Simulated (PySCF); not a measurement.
## Which method gave which barrier?

Saddle point of SiNH₆F, closed shell (SiH₃F ([F][SiH3]) + NH₃ → SiNH₅ ([NH2][SiH3]) + HF; bonds formed: Si1–N7, F2–H6; bonds broken: Si1–F2, H6–N7), PBE0-D4/def2-TZVP structure:

```
9
angstrom
Si -0.5880 -0.0364 -0.6271
F 1.4026 0.7152 -0.8876
H -0.1408 -1.0278 -1.6239
H -1.8903 -0.6132 -0.1343
H -0.9547 1.3436 -0.9987
H 1.2301 0.3415 0.3048
N 0.3780 -0.1223 0.9558
H 0.5414 -1.0581 1.3059
H 0.0217 0.4576 1.7053
```

Computed with PySCF 2.14 with density fitting (its default auxiliary sets; JK sets also for MP2 and CCSD(T)) (basis: def2-TZVPP, with def2-QZVPP for the basis limit); correlated methods freeze the cores. Extrapolation: Hartree–Fock as exp(−7.88 √X), correlation as X^−2.97. Four methods, as single points on the PBE0-D4 structures, gave these electronic barriers from the start structure: 103.3, 116.1, 144.2, 185.6 kJ/mol.

Task: The methods were, in alphabetical order, BHLYP-D4, HF, PBE-D4, PBE0-D4. Which gave which? (A judgement: the text doesn't fix the answer.)

Result: The calculation gives: PBE-D4 103.3; PBE0-D4 116.1; BHLYP-D4 144.2; HF 185.6 kJ/mol. For comparison, CCSD(T) at an estimated basis limit (MP2 extrapolated from triple and quadruple zeta, plus CCSD(T) − MP2 in triple zeta) gives 131.3 kJ/mol.

T1 diagnostic: at most 0.012.

The step is the kind of exchange with an N–H group that builds nitride films in atomic layer and chemical vapour deposition.

Labels in which every atom is bracketed show which atoms are joined, not bond orders.

For scale, one of the runs: CCSD(T)/def2-TZVPP, 188 basis functions, launched by `OMP_NUM_THREADS=4 python run.py`. Hardware: 4 CPU threads of an Arm Neoverse V2, shared host. Wall time 4.4 min; peak host memory 2 GiB.
